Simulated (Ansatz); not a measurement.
Relaxation of AlClH$_{4}$ (6 atoms, charge 0, multiplicity 1), to a largest force component of 0.03 eV/Å in at most 50 steps.

The calculation used RKS B3LYP/def2-SVP in Ansatz 0.2.0.

```xyz
6
Properties=species:S:1:pos:R:3:forces:R:3
Al 0.020 -0.430 -0.465 0.00 0.33 -0.03
Cl 0.022 -0.202 2.952 0.01 -0.72 -0.75
H 1.398 0.223 -0.889 -0.01 0.00 0.00
H -1.384 0.175 -0.873 0.01 0.01 -0.01
H 0.047 -1.786 0.330 0.01 -0.33 0.16
H 0.041 -1.245 2.110 -0.01 0.71 0.63
```

Problem. Where does it end, and by what steps?

Solution. The forces met the threshold. After 12 steps the energy has fallen by 0.181 eV; Cl2 moved furthest, 0.62 Å. Joined: Al1–Cl2.

| step | energy less start (eV) | largest force component (eV/Å) | accepted |
| --- | --- | --- | --- |
| 0 | 0.0000 | 0.746 | yes |
| 1 | -0.0392 | 0.822 | yes |
| 2 | -0.0604 | 0.754 | yes |
| 3 | -0.0895 | 0.980 | yes |
| 4 | -0.1042 | 0.565 | yes |
| 5 | -0.1157 | 0.482 | yes |
| 6 | -0.1336 | 0.382 | yes |
| 7 | -0.1546 | 0.338 | yes |
| 8 | -0.1491 | 1.079 | no |
| 9 | -0.1684 | 0.263 | yes |
| 10 | -0.1778 | 0.124 | yes |
| 11 | -0.1802 | 0.059 | yes |
| 12 | -0.1809 | 0.018 | yes |

```xyz
6
Properties=species:S:1:pos:R:3
Al 0.020 -0.463 -0.361
Cl 0.020 -0.016 2.355
H 1.381 0.291 -0.674
H -1.369 0.242 -0.666
H 0.049 -2.035 -0.100
H 0.044 -1.285 2.611
```

Whether the end is a true minimum wasn't checked by a vibrational analysis.

The run took 18 s on 1 thread of Arm Neoverse V1, on a shared host, peak memory 0.11 GiB.
